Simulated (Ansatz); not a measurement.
Predict the output of the script below (the Ansatz DFT code, driven from Python).

`run_conformers.py`:
```python
"""Rank force-field conformers of C4H8F2 by single points."""

import ansatz as az
from rdkit import Chem
from rdkit.Chem import AllChem

rd = Chem.AddHs(Chem.MolFromSmiles("CC(CF)CF"))
ids = list(AllChem.EmbedMultipleConfs(rd, numConfs=20, randomSeed=653, pruneRmsThresh=0.4))
field = [energy for _, energy in AllChem.MMFFOptimizeMoleculeConfs(rd)]
distinct = {round(e, 2): i for i, e in zip(ids, field)}
chosen = sorted(distinct.items())[:5]
found = []
for force_field, index in chosen:
    geometry = az.Crystal.molecule()
    for atom, xyz in zip(rd.GetAtoms(), rd.GetConformer(index).GetPositions()):
        geometry = geometry.atom(atom.GetSymbol(), xyz.round(5).tolist())
    setup = geometry.calculation()
    setup = setup.basis(gaussian="def2-SVP")
    setup = setup.functional("r2SCAN")
    found.append(setup.run(threads=1, pin="off").report["free_energy_ev"])
print("conformer   MMFF (kcal/mol)   this level (kcal/mol)")
for (force_field, index), e in zip(chosen, found):
    print(f"{index:9d} {force_field - chosen[0][0]:17.2f} {23.060548 * (e - min(found)):17.3f}")
```

```console
$ python run_conformers.py
conformer   MMFF (kcal/mol)   this level (kcal/mol)
        6              0.00             0.000
        2              0.22             0.939
        4              0.45             0.849
        1              1.43             1.823
        5              3.41             2.517
```

The conformers keep their force-field geometries. Wall time of the script: 45 s on 1 thread of Arm Neoverse V1, on a shared host, peak memory 0.3 GiB.
